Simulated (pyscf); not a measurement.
Single points on ωB97X-D3(BJ)/def2-SVP structures (PySCF, gas phase). Correlated levels are frozen-core, on RHF or UHF. ΔMP2 is the change of the MP2 total energy from the triple- to the quadruple-zeta basis.

Task: For `[BH]=[NH]` + `[NH3]` → `[NH2][BH][NH2]`, an addition across a multiple bond or ene-type step (singlet surface; H–N broken, B–N, H–N formed), PBE/def2-TZVP gives ΔE‡ = -0.08 eV and ΔE = -2.41 eV (zero: the separated reactants). In which direction and how far do PBE0-D3(BJ)/def2-TZVP, ωB97M-D3(BJ)/def2-TZVP, CCSD(T)/def2-TZVPP + ΔMP2(QZVPP) move these?

Result: PBE0-D3(BJ): ΔE‡ = -0.08 eV, ΔE = -2.60 eV; ωB97M-D3(BJ): ΔE‡ = 0.16 eV, ΔE = -2.43 eV; CCSD(T): ΔE‡ = 0.24 eV, ΔE = -2.34 eV. PBE's barrier matches one of them and lies within 0.33 eV of the others. Its reaction energy lies among theirs. On the reactant side the descent ends in an adduct with a B–N contact, 0.43 eV under the separated species and 0.56 eV under the saddle at ωB97X-D3(BJ)/def2-TZVP. On the product side the descent ends in another minimum, of other shape or electronic state, 0.62 eV over the lowest minimum found and 2.03 eV under the saddle at ωB97X-D3(BJ). At PBE, PBE0-D3(BJ) the saddle lies under the separated reactants, which points to a path from their complex (located at ωB97X-D3(BJ) alone). What is counted as formed (B–N) is already present as a longer contact in the reactant adduct; forming that adduct is a step of its own. At ωB97X-D3(BJ) the barrier from the zero used here is 0.13 eV. One saddle was located; it need not be the lowest between these sides. The CCSD(T) − MP2 part came from Ansatz, without density fitting, on the same reference.
